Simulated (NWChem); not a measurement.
Al (+1)

```xyz
1

Al     0.0000     0.0000     0.0000
```
Charge +1, spin multiplicity 1.

The numbers come from NWChem runs, not from measurements.

The correlated methods keep 5 core orbitals frozen. No SCF solution was tested for a lower state. Open-shell Hartree-Fock references start from PBE0 orbitals.

Worked example. At MP2/def2-TZVPD the parent has a total energy of -241.69625 Ha and the doublet with one electron less, at the same geometry, -241.02458 Ha. The vertical ionisation energy is their difference.

ΔE = -241.02458 − (-241.69625) = 0.67167 Ha. Times 27.2114 eV/Ha this is 18.28 eV, or 1763 kJ/mol; λ = 1239.84/18.28 = 67.8 nm. No relaxation of the ion's geometry and no zero-point term enter.
